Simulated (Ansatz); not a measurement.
# Zinc-blende HgTe

These are HSE06 (PAW; Ansatz, an electronic-structure program) values and carry that method's errors.

Run with plane-wave cutoff 460 eV, 8×8×8 k mesh, Fermi–Dirac smearing 0.01 eV, scalar-relativistic PAW data made under PBE.

Cell (relaxed at this level):

```cif
data_HgTe
_chemical_formula_sum 'Hg1 Te1'
_space_group_name_H-M_alt 'P 1'
_space_group_IT_number 1
_cell_length_a 4.64180
_cell_length_b 4.64180
_cell_length_c 4.64180
_cell_angle_alpha 60.000
_cell_angle_beta 60.000
_cell_angle_gamma 60.000
loop_
_space_group_symop_operation_xyz
  'x, y, z'
loop_
_atom_site_label
_atom_site_type_symbol
_atom_site_fract_x
_atom_site_fract_y
_atom_site_fract_z
_atom_site_occupancy
Hg1 Hg 0.00000 0.00000 0.00000 1
Te1 Te 0.25000 0.25000 0.25000 1
```

For zinc-blende HgTe, the bulk modulus is 40.5 GPa and the band gap is none. The pressure derivative B′ of the bulk modulus comes out as 5.0.

Measured, for comparison: bulk modulus 42.3 GPa (temperature not stated, not corrected to a static lattice; as tabulated in Toher et al. (2017), arXiv:1611.05714). Computed (rounded) less measured: bulk modulus -4 %.

Spin–orbit coupling is not included; it can open a gap where bands touch, and shift volumes and moduli.

Static lattice: no zero-point or thermal effects.

Cost on a shared machine: very roughly 26 core-minutes.
